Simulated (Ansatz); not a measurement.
# Si2F (sextet): wave-function methods side by side, def2-QZVPP

One table from this session's results is given with a row withheld; the runs are named, their logs left out.

Method: def2-QZVPP, core rule «outside noble gas», up to 11 orbitals frozen; program: Ansatz 0.2.0, Gaussian basis.

Plan: UHF; ROHF; CCSD(T) on UHF.

### What is computed

The geometry is a PBE0/def2-TZVP stationary point (not a proven minimum) of the parent state, kept for this charge and spin.

3 atoms, charge 0, spin multiplicity 6.

Atoms are counted from 1 here; the program's logs count them from 0.

Bond lengths: F1–Si2 1.608 Å, Si2–Si3 2.332 Å. Angles: F1–Si2–Si3 112.2°.

Set-up of the first run:

Input file in.yaml:

```yaml
crystal:
  periodic: [false, false, false]
  atoms:
    - {symbol: F, position_ang: [0.000000, -0.606197, 1.621189]}
    - {symbol: Si, position_ang: [0.000000, 0.594494, 0.550881]}
    - {symbol: Si, position_ang: [0.000000, -0.184433, -1.647532]}
basis:
  gaussian: {orbitals: "def2-QZVPP.json"}
magnetization: {spin_polarized: true, initial_magnetization: 5}
hamiltonian: {xc: hf}
output: {orbitals: {seedname: orbitals}}
```

On the command line:

```sh
ansatz run in.yaml --threads 1 --pin off --events-out ev --progress --plain --max-ram 2393MiB
```

Steps of the session up to this table: UHF; ROHF; CCSD(T) on UHF.

One of the session's tables, all rows but one given; the rest of the session is left out.

```
  method  from UCCSD(T) (meV)
    ROHF             +11951.5
     UHF             +11881.6
    UMP2                    ?
   UCCSD               +465.5
UCCSD(T)                    0
```

Estimate the missing values for UMP2.

As computed: from UCCSD(T) (meV): +950.3. In the column «from UCCSD(T) (meV)» it lies between UCCSD (+465.5) and UHF (+11881.6).
